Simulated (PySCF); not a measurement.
Simulated C 1s region for `CO[C@@H]1C=C1F`, binding energy against the vacuum level.

Every computed line was given a Gaussian of 1.0 eV full width at half maximum and an area set by the number of equivalent atoms; the highest printed point is 100. Method used: PySCF 2.14.0, delta-SCF UKS SCAN, pcX-2 on the ionised atom, pcseg-1 elsewhere, spin-free X2C.

binding energy (eV), intensity and a bar:
```
    289.6          0 
    289.7          0 
    289.8          1 
    289.9          2 
    290.0          3 #
    290.1          5 ##
    290.2          9 ###
    290.3         13 ####
    290.4         19 ######
    290.5         26 ########
    290.6         34 ##########
    290.7         42 #############
    290.8         49 ###############
    290.9         55 ################
    291.0         57 #################
    291.1         57 #################
    291.2         55 #################
    291.3         51 ###############
    291.4         47 ##############
    291.5         44 #############
    291.6         43 #############
    291.7         44 #############
    291.8         48 ##############
    291.9         54 ################
    292.0         61 ##################
    292.1         68 ####################
    292.2         75 ######################
    292.3         81 ########################
    292.4         86 ##########################
    292.5         90 ###########################
    292.6         93 ############################
    292.7         96 #############################
    292.8         98 #############################
    292.9        100 ##############################
    293.0        100 ##############################
    293.1         99 ##############################
    293.2         96 #############################
    293.3         91 ###########################
    293.4         84 #########################
    293.5         75 ######################
    293.6         64 ###################
    293.7         53 ################
    293.8         42 #############
    293.9         32 ##########
    294.0         23 #######
    294.1         16 #####
    294.2         10 ###
    294.3          6 ##
    294.4          4 #
    294.5          2 #
    294.6          1 
    294.7          1 
    294.8          0 
    294.9          0
```

How many maxima does the curve show, and how many computed lines lie under it?

The curve has 2 maxima (at 291.0 and 293.0 eV). Under it lie 4 lines from 4 inequivalent carbon sites. At this width some lines have no maximum of their own.

Decompose the envelope and assign each component. Numbering: `[CH3:1][O:2][C@@H:3]1[CH:4]=[C:5]1[F:6]`.

| position (eV) | relative area | line | atoms | environment |
| --- | --- | --- | --- | --- |
| 291.02 | 1 | C 1s | C4 | alkene CH carbon |
| 292.22 | 1 | C 1s | C1 | methoxy carbon |
| 292.87 | 1 | C 1s | C3 | sp3 carbon bound to oxygen |
| 293.41 | 1 | C 1s | C5 | vinylic C–F carbon |

Lowest listed C 1s: C4, bonded to C (double bond), C and H. Highest, 2.39 eV above it: C5, bonded to F, C (double bond) and C. The widest gap between neighbouring values is 1.20 eV, between 291.02 and 292.22 eV. Summing the Pauling electronegativity differences to the bonded atoms, each weighted by its formal bond order, gives -0.35 for the lowest site and +1.43 for the highest; no listed site has a larger sum than the highest.

The curve has no shake-up lines and no vibrational structure. Isolated species at its GFN2-xTB geometry (one conformer only).

Shape of the structure used: `[CH3:1][O:2][C@@H:3]1[CH:4]=[C:5]1[F:6]`: C1–O2–C3–C4 -84°.
